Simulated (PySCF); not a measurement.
System (SMILES): C (CH4).
Geometry (B3LYP-D3(BJ)/def2-TZVP, fixed):
```
C
H 1 1.0892
H 1 1.0892 2 109.47
H 1 1.0892 2 109.47 3 120.00
H 1 1.0892 2 109.47 3 -120.00
```

Basis-set convergence of the mean static polarisability at PBE0 with PySCF. All functions are spherical. Density fitting with generated auxiliary sets. No added dispersion term, no relativity. Reference: the value in d-aug-cc-pVTZ, 16.92 bohr³, itself unsure by roughly 0.2 % (its mean distance from aug-cc-pVQZ, aug-pcseg-2, aug-cc-pVTZ). Deviations are taken from unrounded values.

| basis | functions | mean static polarisability (bohr³) | minus reference (%) |
|---|---|---|---|
| cc-pVDZ | 34 | 13.09 | -22.6 |
| 6-311G** | 42 | 13.64 | -19.3 |
| 6-311+G** | 46 | 14.14 | -16.4 |
| 6-311++G(2d,2p) | 67 | 15.55 | -8.1 |
| def2-TZVPD | 73 | 16.78 | -0.8 |
| d-aug-cc-pVDZ | 84 | 16.90 | -0.1 |
| def2-TZVPPD | 105 | 16.85 | -0.4 |
| 6-311++G(3df,3pd) | 111 | 16.59 | -1.9 |
| aug-pcseg-2 | 138 | 16.83 | -0.5 |

The smallest set listed that lies within 5 % of the reference with all its larger relatives (same family, alike in diffuse functions; a set with none counts only in the reference's own line) is def2-TZVPD (73 functions, -0.8 % off). Inside, with no larger relative to test it: 6-311++G(3df,3pd), aug-pcseg-2. (Relatives not listed, tested too: d-aug-cc-pVTZ 0.0, def2-QZVPPD -0.1 %.)
